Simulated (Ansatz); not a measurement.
bcc Nb was calculated with PBEsol (Ansatz, a quantum-chemistry and plane-wave program, PAW).

A relaxed, unreconstructed slab of the (311) face has 22 atoms, two equal faces of 35.526 Å² each and an energy of -98888.0550 eV. A bulk cell of 11 atoms with the same orientation and in-plane k mesh has -49449.9974 eV. Energies are extrapolated to zero smearing.

Run with plane-wave cutoff 500 eV, 12×12×1 k mesh (along the axes of the cell as run), Fermi–Dirac smearing 0.1 eV, scalar-relativistic PAW data made under PBE.

Worked out: γ = (E_slab − N E_bulk per atom)/2A = [-98888.0550 − 22 × (-49449.9974/11)]/(2 × 35.526) = 0.1680 eV/Å². With 16.022 J/m² per eV/Å² this is 2.69 J/m², or 5.97 eV per surface cell and face.
